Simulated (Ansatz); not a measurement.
# H₄MgOSi (SMILES [OH][Mg][SiH3]): functionals against CCSD(T) at one geometry

An exercise on one series of results from a longer session: the logs are not shown, and one member is left open.

Method: single points in def2-TZVPP; program: Ansatz 0.2.0, Gaussian basis.

Correlated methods freeze the cores. The outer core shell of Li, Na, Mg and K is correlated.

## The starting structure

SMILES `[OH][Mg][SiH3]`, 7 atoms, charge 0, spin multiplicity 1.

Atoms are counted from 1 here; the program's logs count them from 0.

Bond lengths: O1–Mg2 1.661 Å, O1–H4 0.978 Å, Mg2–Si3 2.451 Å, Si3–H5 1.478 Å, Si3–H6 1.469 Å, Si3–H7 1.548 Å. Angles: Mg2–O1–H4 171.0°, O1–Mg2–Si3 157.8°, Mg2–Si3–H5 112.0°, Mg2–Si3–H6 112.2°, Mg2–Si3–H7 109.5°, H5–Si3–H6 109.0°, H5–Si3–H7 107.8°, H6–Si3–H7 105.9°.

Coordinates:

```xyz
7
H4MgOSi
O    -1.6113   -2.0536   -0.2118
Mg   -0.4865   -0.9265    0.2601
Si    0.8939    1.0948    0.1308
H    -2.3361   -2.6953   -0.3513
H     2.0214    0.9371   -0.8118
H     1.4186    1.4933    1.4432
H     0.0292    2.2814   -0.3586
```

Set-up of the first run:

run/in.yaml

```yaml
crystal:
  periodic: [false, false, false]
  atoms:
    - {symbol: O, position_ang: [-1.611300, -2.053600, -0.211800]}
    - {symbol: Mg, position_ang: [-0.486500, -0.926500, 0.260100]}
    - {symbol: Si, position_ang: [0.893900, 1.094800, 0.130800]}
    - {symbol: H, position_ang: [-2.336100, -2.695300, -0.351300]}
    - {symbol: H, position_ang: [2.021400, 0.937100, -0.811800]}
    - {symbol: H, position_ang: [1.418600, 1.493300, 1.443200]}
    - {symbol: H, position_ang: [0.029200, 2.281400, -0.358600]}
basis:
  gaussian: {orbitals: def2-TZVPP}
correlation: {method: ccsd_t}
output: {forces: true}
```

No record of the launch command was kept for these runs.

Among the steps run: CCSD(T)/def2-TZVPP; PBE0-D4/def2-TZVPP; wB97M-V/def2-TZVPP; r2SCAN-D4/def2-TZVPP; PBE-D4/def2-TZVPP; SPW92/def2-TZVPP; HSE06-D4/def2-TZVPP.

One of the session's tables, all rows but one given; the rest of the session is left out.

| method | RMS force component (eV/Å) | angle to CCSD(T) forces (°) | dipole (D) |
| --- | --- | --- | --- |
| CCSD(T) | 1.218 | reference | 2.06 |
| PBE0-D4 | 1.226 | 1.6 | 1.89 |
| wB97M-V | 1.254 | 2.6 | 1.99 |
| r2SCAN-D4 | ? | ? | ? |
| PBE-D4 | 1.168 | 8.0 | 1.75 |
| SPW92 | 1.013 | 8.6 | 1.69 |
| HSE06-D4 | 1.225 | 1.6 | 1.88 |

Estimate the missing values for r2SCAN-D4.

The run gave: RMS force component (eV/Å): 1.207; angle to CCSD(T) forces (°): 1.6; dipole (D): 1.93. In the column «RMS force component (eV/Å)» it lies between PBE-D4 (1.168) and CCSD(T) (1.218).
